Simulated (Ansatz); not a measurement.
The first iterations of a band of C₃H₄FNS (10 atoms, charge 0, multiplicity 1).

Theory: RHF/def2-SVP (Ansatz).

```yaml
movable_images: 5
climbing_image: yes
spring: 5.0 eV/Å²
optimiser: quadratic models (default)
start_path: IDPP
force_threshold: 0.05 eV/Å
iteration_limit: 10
end_points: relaxed
```

First end point:

```xyz
10
Properties=species:S:1:pos:R:3
C -0.062 -1.594 1.209
N -0.628 -0.910 0.063
C -0.128 0.034 -0.484
C 0.363 1.083 -1.098
F 1.180 0.919 -2.140
S 0.044 2.722 -0.568
H 0.089 -2.639 0.945
H -0.783 -1.556 2.023
H 0.884 -1.160 1.537
H -0.875 3.050 -1.483
```

Last end point:

```xyz
10
Properties=species:S:1:pos:R:3
C -0.015 -1.483 1.261
N -0.640 -1.031 0.034
C -0.274 -0.087 -0.611
C 0.055 0.944 -1.350
F 0.941 0.794 -2.337
S -0.691 2.518 -1.162
H 0.302 -2.515 1.125
H -0.762 -1.465 2.053
H 0.841 -0.873 1.552
H 0.327 3.147 -0.562
```

| iteration | highest image above the first end (eV) | largest band force component (eV/Å) |
| --- | --- | --- |
| 1 | 0.733 | 2.176 |
| 2 | 0.393 | 1.229 |
| 3 | 0.325 | 0.657 |

Q: Does the band converge within its limit, and where does its top end?

A: The forces met the threshold. It ended after 9 iterations with the highest image 0.252 eV above the first end. Another band between the same ends (5 images) ends at a top of the same energy, where a vibrational analysis finds 1 clearly imaginary mode.

Run time: 53 s on 2 threads of Intel(R) Xeon(R) Platinum 8488C (Sapphire Rapids) (shared host), peak memory 0.25 GiB.
